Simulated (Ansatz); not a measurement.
Total energies of the Cl⁻ ion.

The species carries charge -1 and has multiplicity 1. A free ion. Basis def2-TZVPPD, the Gaussian-basis code of Ansatz.

RPA on PBE orbitals: Hartree–Fock energy of these orbitals -459.55415 Eh, correlation -0.33243 Eh (frozen core).

```json
{"functional": "r2SCAN", "energy without D4 (Eh)": "-460.25048"}
{"functional": "ωB97X-V", "energy without D4 (Eh)": "-460.21264"}
```

Question: Give the same for LDA (SPW92), PBE, revPBE, BLYP, B97M-V, PBE0, B3LYP, r2SCANh, r2SCAN0, HSE06 (plane-wave form), BHLYP, CAM-B3LYP, LC-ωPBE, ωB97M-V, B2PLYP, PBE-QIDH. (Best estimate.)

Answer: Computed: 
```
             functional  energy without D4 (Eh)
            LDA (SPW92)              -458.78948
                    PBE              -460.09378
                 revPBE              -460.19918
                   BLYP              -460.28293
                 B97M-V              -460.16260
                   PBE0              -460.12934
                  B3LYP              -460.30291
                r2SCANh              -460.24910
                r2SCAN0              -460.24722
HSE06 (plane-wave form)              -460.12139
                  BHLYP              -460.28258
              CAM-B3LYP              -460.30109
                LC-ωPBE              -460.15818
                ωB97M-V              -460.25979
                 B2PLYP              -460.15412
               PBE-QIDH              -460.04634
```

B3LYP takes the VWN-RPA correlation (the form of Gaussian; ORCA's B3LYP/G). HSE06 is the plane-wave form, built on full-range PBE exchange. The double hybrids freeze the cores in their second-order part.

LC-ωPBE has ω = 0.4 bohr⁻¹.
